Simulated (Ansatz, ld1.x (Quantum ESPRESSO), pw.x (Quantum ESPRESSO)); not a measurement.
## P (Z = 15): does the RRKJ potential hold in the solid?

```
Element                 : P
Generator               : ld1.x (Quantum ESPRESSO) 7.5
Type                    : norm-conserving RRKJ (Kleinman–Bylander form)
Functional              : PBEsol
Relativity              : scalar-relativistic
Frozen core             : [Ne]
Valence charge          : 5
Reference configuration : 3s2 3p1 (charge +2)
Partial waves           : 3p (bound): rc 1.45 bohr; 3d channel at 0.1 Ry: rc 1.60 bohr; 3s (bound): rc 1.30 bohr
Local potential         : the s channel
Core correction         : Bessel-smoothed model core inside 0.85 bohr
rho0                    : 0.005
```

Crystal test: fcc P in pw.x 7.5, no spin, 15³ k-points, Fermi–Dirac smearing 0.01 Ry, cutoffs 110/440 Ry. The lattice is a test structure that the element need not adopt, and mesh and smearing are coarse.

pw.x input:

```
&control
  calculation='scf', prefix='x', pseudo_dir='./', outdir='./tmp', tstress=.true., disk_io='none'
/
&system
  ibrav=0, nat=1, ntyp=1, ecutwfc=110, ecutrho=440, nbnd=9,
  occupations='smearing', smearing='fd', degauss=0.01
/
&electrons
  conv_thr=1e-09, mixing_beta=0.4, electron_maxstep=70
/
ATOMIC_SPECIES
P 1.0 P.UPF
CELL_PARAMETERS angstrom
  0.00000000 1.91729364 1.91729364
  1.91729364 0.00000000 1.91729364
  1.91729364 1.91729364 0.00000000
ATOMIC_POSITIONS crystal
P 0.0000 0.0000 0.0000
K_POINTS automatic
15 15 15 0 0 0
```

```bash
pw.x < P.scf.in > P.scf.out
```

Task: How does the run end?

Result: It converges; the pressure is -0.92 GPa against -0.60 GPa from all-electron LAPW.  The log shows:

```
     charge density cutoff     =     440.0000  Ry
     scf convergence threshold =      1.0E-09
     Exchange-correlation= PBESOL
     number of k points=   120  Fermi-Dirac smearing, width (Ry)=  0.0100
     iteration #  1     ecut=   110.00 Ry     beta= 0.40
     total energy              =     -26.91144851 Ry
     estimated scf accuracy    <       0.20964315 Ry
     iteration #  2     ecut=   110.00 Ry     beta= 0.40
     total energy              =     -26.88570714 Ry
     estimated scf accuracy    <       0.05667170 Ry
     iteration #  3     ecut=   110.00 Ry     beta= 0.40
     total energy              =     -26.89151627 Ry
     estimated scf accuracy    <       0.00013288 Ry
     iteration #  4     ecut=   110.00 Ry     beta= 0.40
     total energy              =     -26.89167004 Ry
     estimated scf accuracy    <       0.00002610 Ry
     iteration #  5     ecut=   110.00 Ry     beta= 0.40
     total energy              =     -26.89166905 Ry
     estimated scf accuracy    <       0.00000412 Ry
     iteration #  6     ecut=   110.00 Ry     beta= 0.40
     total energy              =     -26.89166953 Ry
     estimated scf accuracy    <       0.00000005 Ry
     iteration #  7     ecut=   110.00 Ry     beta= 0.40
     total energy              =     -26.89166955 Ry
     estimated scf accuracy    <          4.2E-09 Ry
     iteration #  8     ecut=   110.00 Ry     beta= 0.40
     the Fermi energy is    11.5700 ev
!    total energy              =     -26.89166955 Ry
     estimated scf accuracy    <          6.4E-10 Ry
     smearing contrib. (-TS)   =      -0.00237878 Ry
     The total energy is F=E-TS. E is the sum of the following terms:
     one-electron contribution =       6.09568857 Ry
     hartree contribution      =       0.20019859 Ry
     xc contribution           =     -17.36727924 Ry
     ewald contribution        =     -15.81789869 Ry
     convergence has been achieved in   8 iterations
          total   stress  (Ry/bohr**3)                   (kbar)     P=       -9.16
     Message from routine punch:
     Nothing written, as per user request (disk_io='none')
```
